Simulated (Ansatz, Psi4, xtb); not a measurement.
SO2F2 (SMILES O=S(=O)(F)F): the energy, rung by rung

SO2F2: 5 atoms, total charge 0, spin state singlet. SMILES: `O=S(=O)(F)F`. Geometry: relaxed at PBE0-D4/def2-TZVP. The run starts from this shape.

Each level gives the adiabatic ionisation energy (to the doublet cation, no zero-point term) (eV). The values are calculated.

```
                             level                 kind  program  value (eV)
                          GFN2-xTB       semi-empirical      xtb       18.06
                         HF/STO-3G         Hartree–Fock   Ansatz        0.98
                          HF/3-21G         Hartree–Fock   Ansatz       11.18
   HF/6-31G* (Cartesian functions)         Hartree–Fock   Ansatz       11.75
                      PBE/def2-SVP                  GGA   Ansatz       12.39
   PBE/def2-SVPD (density fitting)                  GGA     Psi4       12.67
B3LYP/6-31G* (Cartesian functions)        global hybrid   Ansatz       12.65
  MP2/6-31G* (Cartesian functions)  perturbation theory   Ansatz       13.00
```

The values span 0.98 to 18.06 eV. The xTB values lack the empirical shift that such differences need. Spin contamination of the reference (⟨S²⟩ at least 0.1 too high) touches HF/STO-3G. Without the sets that lack polarisation functions the rows with a basis span only 11.75 to 13.00 eV.
